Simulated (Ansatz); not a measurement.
**C₂H₅S radical: a ladder of functionals and wavefunction methods**

An exercise on one series of results from a longer session: the logs are not shown, and one member is left open.

Method: functionals in def2-TZVPP, the program's frozen cores in correlated methods; program: Ansatz 0.2.0, Gaussian basis.

Plan: LDA (SPW92), PBE-D4, revPBE-D4, BLYP-D4, r2SCAN-D4, B97M-V, PBE0-D4, B3LYP-D4, r2SCANh-D4, r2SCAN0-D4, HSE06-D4, BHLYP-D4, CAM-B3LYP-D4, LC-ωPBE, ωB97X-V, ωB97M-V, B2PLYP, PBE-QIDH; CCSD(T)/def2-SVP; CCSD(T)/def2-TZVPP; MP2/def2-QZVPP; extrapolation to the limit; RPA on PBE.

**The geometry**

An earlier PBE0-D4 in a triple-zeta def2 set relaxation fixed the geometry.

SMILES `[CH2]SC`, 8 atoms, charge 0, spin multiplicity 2.

Atoms are counted from 1 here; the program's logs count them from 0.

Bond lengths: C1–S2 1.695 Å, C1–H4 1.081 Å, C1–H5 1.080 Å, S2–C3 1.794 Å, C3–H6 1.091 Å, C3–H7 1.090 Å, C3–H8 1.091 Å. Angles: S2–C1–H4 121.4°, S2–C1–H5 117.4°, H4–C1–H5 120.8°, C1–S2–C3 101.6°, S2–C3–H6 110.5°, S2–C3–H7 107.2°, S2–C3–H8 110.5°, H6–C3–H7 109.1°, H6–C3–H8 110.1°, H7–C3–H8 109.3°.

As a file:

```xyz
8

C    -0.76669    1.10714   -0.68823
S     0.84429    0.62217   -0.48313
C     0.65011   -0.87271    0.48932
H    -1.57250    0.62063   -0.15769
H    -0.94756    1.99466   -1.27615
H     0.15748   -0.65083    1.43698
H     1.64901   -1.26055    0.68795
H     0.07785   -1.61761   -0.06476
```

The first run:

Contents of in.yaml:

```yaml
crystal:
  periodic: [false, false, false]
  atoms:
    - {symbol: C, position_ang: [-0.766691, 1.107137, -0.688234]}
    - {symbol: S, position_ang: [0.844292, 0.622167, -0.483127]}
    - {symbol: C, position_ang: [0.650112, -0.872708, 0.489324]}
    - {symbol: H, position_ang: [-1.572498, 0.620632, -0.157686]}
    - {symbol: H, position_ang: [-0.947557, 1.994658, -1.276152]}
    - {symbol: H, position_ang: [0.157482, -0.650834, 1.436980]}
    - {symbol: H, position_ang: [1.649012, -1.260545, 0.687952]}
    - {symbol: H, position_ang: [0.077847, -1.617607, -0.064758]}
basis:
  gaussian: {orbitals: def2-TZVPP}
magnetization: {spin_polarized: true, initial_magnetization: 1}
hamiltonian: {xc: lda}
output: {orbitals: {seedname: orbitals}}
```

Steps of the session up to this table: LDA; PBE-D4 (GGA); revPBE-D4 (GGA); BLYP-D4 (GGA); r2SCAN-D4 (meta-GGA); B97M-V (meta-GGA); PBE0-D4 (hybrid); B3LYP-D4 (hybrid); r2SCANh-D4 (hybrid); r2SCAN0-D4 (hybrid); HSE06-D4 (hybrid); BHLYP-D4 (hybrid); CAM-B3LYP-D4 (range-separated); LC-ωPBE-D4 (range-separated; the results give it without D4); ωB97X-V (range-separated); ωB97M-V (range-separated); B2PLYP (double hybrid); PBE-QIDH (double hybrid).

One table of the session follows, with a row left open; its other results are not shown here.

It belongs to the step «Frontier levels by functional». 

```
  functional  HOMO (eV)  gap (eV)
 LDA (SPW92)      -3.66      0.99
      PBE-D4      -3.65      1.40
   revPBE-D4      -3.62      1.47
     BLYP-D4      -3.49      1.29
   r2SCAN-D4      -4.00      2.29
      B97M-V      -3.86      1.87
     PBE0-D4      -4.91      3.75
    B3LYP-D4      -4.64      3.12
  r2SCANh-D4          ?         ?
  r2SCAN0-D4      -5.17      4.41
    HSE06-D4      -4.50      2.96
    BHLYP-D4      -6.01      5.93
CAM-B3LYP-D4      -6.21      6.09
     LC-ωPBE      -7.65      8.87
     ωB97X-V      -7.14      8.00
     ωB97M-V      -6.91      7.61
```

**Question.** Estimate the row for r2SCANh-D4.

Worked estimate for «HOMO (eV)». Against the share of exact exchange, r2SCAN-D4 (0, -4.00), r2SCAN0-D4 (0.25, -5.17) give a slope of -4.68 per unit share; at 0.1 the line stands at -4.47.

**Answer.** HOMO (eV): -4.47; gap (eV): 3.14. In «HOMO (eV)» the line misses by 0.00.
